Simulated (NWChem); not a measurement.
# One shape, several levels: doublet [CHClF2]+

We compute a comparison of 4 runs (UHF/STO-3G, UHF/3-21G, UB3LYP/6-31G*) of doublet [CHClF2]+. 

Program for the calculation: NWChem 7.3.0.

1 further run of the same task is left out (it didn't finish).

### 1 The system as given

The species is [CHClF2]+ (5 atoms), meant as a doublet with charge +1. As SMILES of the parent species, `FC(F)Cl`. Geometry: relaxed at PBE0-D4/def2-TZVP. That shape belongs to the parent species and isn't relaxed for this state.

Bond lengths: F1–C2 1.334 Å, C2–F3 1.334 Å, C2–Cl4 1.763 Å, C2–H5 1.090 Å. Angles: F1–C2–F3 108.3°, F1–C2–Cl4 109.7°, F3–C2–Cl4 109.7°, F1–C2–H5 110.0°, F3–C2–H5 110.0°, Cl4–C2–H5 109.0°.

### 2 A single-point energy at UHF/STO-3G (run 1)

File m1.nw:

```
start m1
title "CHClF2"
memory 2200 mb
charge 1

geometry units atomic noautosym nocenter noautoz
  F   0.07351035 -1.07355341  2.30981224
  C   0.20673604  0.04459754  0.05347925
  F   1.59530679 -1.40954672 -1.46812823
  Cl -2.85537617  0.39476379 -1.21093650
  H   1.07449827  1.90446599  0.23772755
end

basis spherical bse
  * library STO-3G
end

scf
  doublet
  uhf
  thresh 1e-08
  maxiter 80
end

task scf energy
```

Launch:

```
$ nwchem m1.nw > m1.out
```

The program printed:

```text
[...]
  functions       =    25
[...]
  wavefunction    = UHF
[...]
         Total SCF energy =   -688.248076825138
      One electron energy =  -1276.789134768472
      Two electron energy =    420.134312835859
 Nuclear repulsion energy =    168.406745107475
                       Sz =      0.5000
                 Sz(Sz+1) =      0.7500
                      S^2 =      0.7528
[...]
```

It took 6.9 s on 1 thread of Intel Xeon Platinum 8259CL at 2.50GHz (Skylake/Cascade Lake), shared host; peak memory 0.099 GiB.

### 3 A single-point energy at UHF/3-21G (run 2)

File chclf2.nw:

```
start chclf2
title "CHClF2"
memory stack 880 mb heap 220 mb global 1100 mb
charge 1
geometry noautosym nocenter noautoz
   F      0.038900    -0.568100     1.222300
   C      0.109400     0.023600     0.028300
   F      0.844200    -0.745900    -0.776900
   Cl    -1.511000     0.208900    -0.640800
   H      0.568600     1.007800     0.125800
end
basis spherical bse
   * library 3-21G
end
scf
   nopen 1
   uhf
   thresh 1e-08
   maxiter 80
end
task scf energy
```

Launch:

```
$ nwchem chclf2.nw > chclf2.out
```

The program printed:

```text
[...]
  functions       =    42
[...]
  wavefunction    = UHF
[...]
         Total SCF energy =   -692.872220550252
      One electron energy =  -1282.980659371233
      Two electron energy =    421.701681662016
 Nuclear repulsion energy =    168.406757158964
                       Sz =      0.5000
                 Sz(Sz+1) =      0.7500
                      S^2 =      0.7534
[...]
```

Run time: 6.9 s. Hardware: 1 thread of Intel Xeon Platinum 8259CL at 2.50GHz (Skylake/Cascade Lake), shared host; peak memory 0.098 GiB.

Run 3 isn't shown in full; the table further down has it.

### 4 A single-point energy at UB3LYP/6-31G(d) (spherical functions) (run 4)

File run.py:

```python
from ase import Atoms
from ase.calculators.nwchem import NWChem

system = Atoms(['F', 'C', 'F', 'Cl', 'H'], positions=[
    [0.038900, -0.568100, 1.222300],
    [0.109400, 0.023600, 0.028300],
    [0.844200, -0.745900, -0.776900],
    [-1.511000, 0.208900, -0.640800],
    [0.568600, 1.007800, 0.125800],
])

calc = NWChem(
    label='test',
    theory='dft',
    memory='2200 mb',
    basis='6-31G*',
    basispar='spherical bse',
    charge=1,
    dft={'xc': 'b3lyp', 'mult': '2', 'grid': 'xfine', 'convergence': 'energy 1e-08', 'iterations': '100', 'mulliken': None},
    task='energy',
)
system.calc = calc

print("Total energy (eV):", round(system.get_potential_energy(), 6))
```

Launch:

```
$ export ASE_NWCHEM_COMMAND="nwchem PREFIX.nwi > PREFIX.nwo"
$ python run.py
```

The program printed:

```text
Total energy (eV): -18996.625317
```

The calculator wrote test.nwi:

```
title "test"

permanent_dir test

scratch_dir test

start test

geometry units angstrom nocenter noautosym noautoz
  F  3.8899999999999997e-02 -5.6810000000000005e-01 1.2222999999999999e+00
  C  1.0940000000000000e-01 2.3599999999999999e-02 2.8299999999999999e-02
  F  8.4419999999999995e-01 -7.4590000000000001e-01 -7.7690000000000003e-01
  Cl -1.5109999999999999e+00 2.0890000000000000e-01 -6.4080000000000004e-01
  H  5.6859999999999999e-01 1.0078000000000000e+00 1.2580000000000000e-01
end

charge 1

memory 2200 mb

basis spherical bse noprint
   * library 6-31G*
end

dft
  xc b3lyp
  mult 2
  grid xfine
  convergence energy 1e-08
  iterations 100
  mulliken
end

task dft energy
```

test.nwo:

```text
Northwest Computational Chemistry Package (NWChem) 7.3.0
             --------------------------------------------------------

           Job information
           ---------------

    nwchem branch   = 7.3.0
    use scalapack   = T
    input           = test.nwi
    prefix          = test.
    data base       = test/test.db
    status          = startup
    nproc           =        1

           Memory information
           ------------------

    heap     =     72089598 doubles =      550.0 Mbytes
    stack    =     72089595 doubles =      550.0 Mbytes
    global   =    144179200 doubles =     1100.0 Mbytes (distinct from heap & stack)
    total    =    288358393 doubles =     2200.0 Mbytes
    verify   = yes
    hardfail = no

           Directory information
           ---------------------

  0 permanent = test
  0 scratch   = test

                                NWChem Input Module
                                -------------------

                                       test
                                       ----

[... 26 lines left out ...]
            Nuclear Dipole moment (a.u.)
[... 61 lines left out ...]
  convergence criterion.
[... 16 lines left out ...]
          Convergence on density requested:  1.00D-05
[... 24 lines left out ...]
          Spatial weights used:  Erf1
[... 3 lines left out ...]
          Convergence aids based upon iterative change in
[... 100 lines left out ...]
         Total DFT energy =     -698.113109692411
[... 1 line left out ...]
           Coulomb energy =      476.323600972318
[... 1 line left out ...]
 Nuclear repulsion energy =      168.406757158964
[... 443 lines left out ...]
                     DFT Final Beta Molecular Orbital Analysis
[... 508 lines left out ...]
   alpha     51     52     53     54     55     56     57     58     59     60
    beta     51     52     53     54     55     56     57     58     59     60
 overlap   1.000  1.000  1.000  1.000  1.000  1.000  1.000  1.000  1.000  1.000

   alpha     61     62
    beta     61     62
 overlap   1.000  1.000

     --------------------------
     Expectation value of S2:
     --------------------------
      <S2> =      0.7527 (Exact =     0.7500)

 center of mass
 --------------
 x =  -0.75116915 y =  -0.35959873 z =  -0.29628983

 moments of inertia (a.u.)
 ------------------
         243.784855714216         104.687191710379         -60.895981565984
         104.687191710379         472.857245434078          33.186728644795
         -60.895981565984          33.186728644795         344.379987329308

     Multipole analysis of the density
     ---------------------------------

     L   x y z        total         alpha         beta         nuclear
     -   - - -        -----         -----         ----         -------
     0   0 0 0      1.000000    -21.000000    -20.000000     42.000000

     1   1 0 0     -1.368292     15.998434     13.840398    -31.207124
[... 8 lines of this table left out ...]
     2   0 0 2    -18.204663    -56.346425    -54.275839     92.417602

 Task  times  cpu:      119.3s     wall:      119.3s
 Total times  cpu:      119.3s     wall:      119.3s
```

Wall time 2 min (1 thread of Intel Xeon Platinum 8259CL at 2.50GHz (Skylake/Cascade Lake), shared host); peak memory 0.12 GiB.

### 5 The series

| run | level | Cartesian functions | iteration cap | energy (Eh) | HOMO energy (eV) | LUMO energy (eV) | ⟨S²⟩ | wall time |
| --- | --- | --- | --- | --- | --- | --- | --- | --- |
| 1 | UHF/STO-3G | no | 80 | -688.248077 | -20.09 | -9.49 | 0.753 | 6.9 s |
| 2 | UHF/3-21G | no | 80 | -692.872221 | -22.21 | -10.61 | 0.753 | 6.9 s |
| 3 | UB3LYP/6-31G* (Cartesian functions) | yes | 100 | -698.119200 | – | – | 0.753 | 2.2 min |
| 4 | UB3LYP/6-31G* (spherical functions) | no | 100 | -698.113110 | -17.41 | -15.40 | 0.753 | 2 min |

### 6 Results

| quantity | value |
| --- | --- |
| run 4: total energy | -698.11311 Eh |
| run 4: HOMO energy (highest over α and β) | -17.41 eV |
| run 4: LUMO energy (lowest over α and β) | -15.40 eV |
| run 4: ⟨S²⟩ | 0.753 |

What this shows: In run 1 the basis is minimal, so the values are rough. All runs together took 4.5 min, the longest 2.2 min.
